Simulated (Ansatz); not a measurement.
The input, for Ansatz 0.2.0:

```yaml
crystal:
  periodic: [false, false, false]
  atoms:
    - {symbol: B, position_ang: [0.000000, 0.000000, 0.115089]}
    - {symbol: B, position_ang: [0.000000, 0.000000, -1.407623]}
    - {symbol: H, position_ang: [0.000000, 0.000000, 1.292533]}
basis:
  gaussian: {orbitals: 6-31G}
total_charge: 1
magnetization: {spin_polarized: false}
correlation: {method: ccsdt_q, electrons: outside_noble_gas}
```

```sh
$ ansatz run in.yaml --threads 1 --pin off --events-out ev --progress --plain --max-ram 2393MiB
```

Problem. Roughly how long does this take on 1 thread of Arm Neoverse V2, shared host, and how much host memory?

Solution. 0.69 s wall and 0.07 GiB.

```
436 factors; integrals over basis functions are off by at most 1.5e-7 eV
mean field evaluation 1: about -1342.7096 eV, gradient 9.7e0 eV
mean field evaluation 2: about -1342.7055 eV, gradient 9.7e0 eV
mean field evaluation 4: about -1343.1597 eV, gradient 4.7e-1 eV
mean field evaluation 8: about -1343.1618 eV, gradient 1.3e-6 eV
mean field evaluation 16: about -1343.1674 eV, gradient 5.1e-1 eV
mean field evaluation 32: about -1343.1093 eV, gradient 2.6e0 eV
mean field evaluation 64: about -1342.5190 eV, gradient 1.5e0 eV
mean field evaluation 96: about -1342.4358 eV, gradient 3.1e-4 eV
mean field evaluation 128: about -1328.9307 eV, gradient 1.7e0 eV
mean field evaluation 160: about -1343.1661 eV, gradient 4.9e-2 eV
...
mean field -1343.17610085 eV, -49.3608112687 hartree, gradient 2.9e-6 eV, S^2 0.000000; 12 other end points of the search recorded, 0 dependent functions left out; unrestricted orbitals would lower it
...
determinant -1343.17610085 eV, -49.3608112687 hartree, with singles and doubles -1346.14742160 eV, -49.4700052925 hartree
determinant -1343.16179700 eV, -49.3602856119 hartree, with singles and doubles -1346.08418453 eV, -49.4676813727 hartree
determinant -1342.43583262 eV, -49.3336069131 hartree, with singles and doubles -1345.48158722 eV, -49.4455363301 hartree
determinant -1343.17610085 eV, -49.3608112687 hartree, with singles and doubles -1346.11045843 eV, -49.4686469207 hartree
determinant -1343.16179700 eV, -49.3602856119 hartree, with singles and doubles -1346.10593292 eV, -49.4684806115 hartree
...
unrestricted determinant -1345.22255654 eV, -49.4360171281 hartree, S^2 1.0052
2 core orbitals not correlated: weight in the atoms' cores, before any rotation towards them, 1.000 or more for the frozen orbitals, at most 0.000 for the correlated occupied ones
reference -1343.16179700 eV, -49.3602856119 hartree; 3, 3 occupied and 15, 15 virtual orbitals, 436 factors
second order -1.65626823 eV of doubles, -0.00000000 eV of singles
...
cycle  10  -3.11625882 eV  change   -9.9e-3 eV  update   1.2e-3
cycle  11  -3.11099701 eV  change    5.3e-3 eV  update   6.5e-4
cycle  12  -3.11251102 eV  change   -1.5e-3 eV  update   2.8e-4
cycle  13  -3.11257050 eV  change   -5.9e-5 eV  update   8.4e-5
cycle  14  -3.11249456 eV  change    7.6e-5 eV  update   3.2e-5
cycle  15  -3.11251670 eV  change   -2.2e-5 eV  update   1.3e-5
cycle  16  -3.11251395 eV  change    2.8e-6 eV  update   4.8e-6
cycle  17  -3.11252070 eV  change   -6.8e-6 eV  update   2.2e-6
cycle  18  -3.11251981 eV  change    8.8e-7 eV  update   7.5e-7
cycle  19  -3.11251971 eV  change    1.1e-7 eV  update   3.8e-7
perturbative correction -0.02715742 eV, -0.0009980168 hartree
Total energy: -1346.30147413 eV, -49.4756666182 hartree
```

The T1 diagnostic is 0.022.
